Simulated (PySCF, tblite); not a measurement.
**CH₇NSi, a small molecule taken as a stand-in for a surface group (silyl): NMR shifts, core binding energies and electronic excitations**

Wanted: the NMR shifts, core binding energies and electronic excitations for `CN[SiH3]`.

Computed with tblite 0.8.0 and PySCF 2.14.0; each step states its level. No surroundings beyond the atoms listed, unless a continuum is named. Atoms count from 0, parts from 1.

### Step 1. Starting point

10 atoms, charge 0, multiplicity 1; geometry: distance geometry start.

### Step 2. Relaxing the cluster with GFN2-xTB

The job: settings as JSON, then the geometry in Å.

```
{"job": {"kind": "relax", "xc": "GFN2-xTB", "basis": "xTB"}, "charge": 0, "multiplicity": 1}
Si     1.985762    -1.239091    -0.346114
N      0.275618    -0.723985     0.043428
C     -0.265893     0.364222    -0.756333
H      2.080272    -1.533912    -1.745871
H      2.875847    -0.193620    -0.040664
H      2.292704    -2.393105     0.385397
H      0.033714    -0.711291     1.023993
H     -0.864850     0.957823    -0.145856
H      0.535146     0.935402    -1.120594
H     -0.799803    -0.037458    -1.532588
```

Level: GFN2-xTB geometry optimisation, gas phase.

Launch:

```bash
OMP_NUM_THREADS=1 python cluster_run.py task.json out
```

This one command runs all jobs of the session in turn.

**Question.** The jobs that follow are: PBE0-D3(BJ)/def2-SVP geometry optimisation, gas phase; GIAO PBE0/pcSseg-2 NMR shielding, non-relativistic, gas phase; delta-SCF UKS SCAN, pcX-2 on the ionised atom, pcseg-1 elsewhere, spin-free X2C; TDDFT CAM-B3LYP/def2-SVPD, vertical, gas phase, core orbitals frozen in the response. Predict: point group; rotational constants (main isotopes); 13C shifts against TMS (PBE0/pcSseg-2); 1H shifts against TMS (PBE0/pcSseg-2); 29Si shifts against TMS (PBE0/pcSseg-2); 15N shifts against NH3 (PBE0/pcSseg-2); surface potential, 1st and 99th percentile; Si2p binding energies, SCAN/pcX-2; N1s binding energies, SCAN/pcX-2; C1s binding energies, SCAN/pcX-2; lowest singlet (CAM-B3LYP/def2-SVPD); brightest single state of those computed; lowest triplet; vertical ionisation energy (ΔSCF).

As calculated:

| quantity | value |
| --- | --- |
| point group | C1 |
| rotational constants (main isotopes) | 30.05, 5.14, 4.77 GHz |
| 13C shifts against TMS (PBE0/pcSseg-2) | 33.4 ppm |
| 1H shifts against TMS (PBE0/pcSseg-2) | 4.79, 4.64, 4.61, 2.79, 2.73, 2.38, -0.33 ppm |
| 29Si shifts against TMS (PBE0/pcSseg-2) | -52.5 ppm |
| 15N shifts against NH3 (PBE0/pcSseg-2) | 5.3 ppm |
| surface potential, 1st and 99th percentile | -0.95 V and 1.60 V |
| Si2p binding energies, SCAN/pcX-2 | Si0 107.09 eV |
| N1s binding energies, SCAN/pcX-2 | N1 404.53 eV |
| C1s binding energies, SCAN/pcX-2 | C2 291.72 eV |
| lowest singlet (CAM-B3LYP/def2-SVPD) | 5.85 eV (212 nm), f = 0.002 |
| brightest single state of those computed | state 6, 7.81 eV, f = 0.038 |
| lowest triplet | 5.56 eV |
| vertical ionisation energy (ΔSCF) | 9.06 eV |

Relaxing lowered the energy by 0.151 eV in 4 steps; the close pair that moved most is Si0–H5, from 1.431 to 1.494 Å (PBE0/def2-SVP). At PBE0/pcSseg-2: The largest span, 128 ppm, is at Si0, where the paramagnetic term is -484 ppm. The lowest singlet, at 5.85 eV, is HOMO→LUMO 0.91 and is weak; of the 6 states computed, the strongest absorption comes from state 6 at 7.81 eV (the last computed, so partners may be missing). The lowest triplet lies 0.28 eV below the lowest singlet (triplets in Tamm-Dancoff, singlets in full TDDFT). The orbital energy would give 8.16 eV for ionisation, ΔSCF gives 9.06 eV.
